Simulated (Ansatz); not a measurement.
in.yaml

```yaml
crystal:
  periodic: [false, false, false]
  atoms:
    - {symbol: B, position_ang: [0.000000, -0.280393, 0.767169]}
    - {symbol: Be, position_ang: [0.000000, 0.250640, -1.074202]}
    - {symbol: H, position_ang: [0.000000, 0.766426, 1.376115]}
basis:
  gaussian: {orbitals: 6-31G}
correlation: {method: sc_nevpt2, electrons: outside_noble_gas, active_space: {window: {electrons: 2, orbitals: 2}, states: [{multiplicity: 1, weights: [1, 1]}], root: 5}}
```

```sh
$ ansatz run in.yaml --threads 1 --pin off --events-out ev --progress --plain --max-ram 2393MiB
```

Problem. One thing in this input was set wrong on purpose, beside settings that are merely unusual. What is the gravest fault, and what does the program do?

Solution. Root beyond the states. How the run ends: refused.
```
Error: the active space averages no state 5, counted from zero
```
